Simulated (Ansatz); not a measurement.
Coupled-cluster diagnostics for [BMeH3]- (CH6B⁻), Ansatz.

Geometry of the singlet (PBE-D4/def2-TZVPD):

| atom | x (Å) | y (Å) | z (Å) |
| --- | --- | --- | --- |
| B1 | -0.693 | -0.311 | -0.308 |
| C2 | 0.702 | 0.315 | 0.312 |
| H3 | 1.384 | -0.467 | 0.705 |
| H4 | 0.520 | 1.014 | 1.153 |
| H5 | 1.287 | 0.883 | -0.439 |
| H6 | -1.433 | 0.600 | -0.737 |
| H7 | -1.321 | -0.944 | 0.567 |
| H8 | -0.446 | -1.091 | -1.253 |

Correlated methods freeze 2 core orbitals.

Question: Estimate the CCSD(T) correlation energy, the shares of MP2 and (T), T1 and the reference's ⟨S²⟩ for: charge -1, singlet, own geometry in def2-TZVPPD; charge 0, doublet, vertical in def2-TZVPPD; and the rough time on 2 threads of Arm Neoverse V1 on a shared host.

Answer: 
```
                           state        basis  correlation (eV)  MP2 share (%)  (T) share (%)     T1  ⟨S²⟩ (pure)  wall time
charge -1, singlet, own geometry  def2-TZVPPD           -10.619           87.8            3.4  0.010  0.00 (0.00)       16 s
     charge 0, doublet, vertical  def2-TZVPPD            -9.727           86.3            3.6  0.038  0.76 (0.75)       79 s
```
Customary marks for T1 are 0.02 (closed shells), 0.045 (open shells) and about 0.05 (3d metals). T1 exceeds 0.02 in 1 of 2 rows and 0.045 in 0; the higher it lies, the less the single-reference result can be trusted.
